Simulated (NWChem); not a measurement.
Molecule: trimethylamine (C$_{3}$H$_{9}$N); SMILES N(C)(C)C

Computed with NWChem. Medium grid unless said otherwise, to which SCAN and Minnesota functionals are sensitive. All runs use the structure optimised with PBE0/def2-SVP.

**Question.** Among these, which level gives the highest value of “orbital gap (eV)”?
A) LDA (Slater exchange, VWN5)/def2-TZVPD
B) r2SCAN/def2-TZVPD
C) TPSS/def2-TZVPD
D) Hartree-Fock/def2-TZVPD

**Answer.** D, Hartree-Fock/def2-TZVPD. Values: LDA (Slater exchange, VWN5)/def2-TZVPD 4.49; TPSS/def2-TZVPD 4.77; r2SCAN/def2-TZVPD 5.43; Hartree-Fock/def2-TZVPD 11.50
